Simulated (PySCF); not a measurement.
All values below come from PBE-D3(BJ)/def2-TZVP // PBE0-D3(BJ)/def2-SVP (PySCF 2.14.0). Isolated molecules, 0 K electronic values unless said otherwise. 

Reference species (SMILES): `CSC` (neutral, multiplicity 1).

The dipole moment is 1.51 D and the HOMO–LUMO gap is 5.04 eV. The HOMO is -5.02 eV.

Changed species: `S` (free base H2S; the reference has free base S(CH3)2).

Predict the effect on the dipole moment, HOMO–LUMO gap and HOMO.

the dipole moment drops by 0.38 D, to 1.13 D; the HOMO–LUMO gap rises by 0.67 eV, to 5.71 eV; the HOMO falls by 1.17 eV, to -6.19 eV.
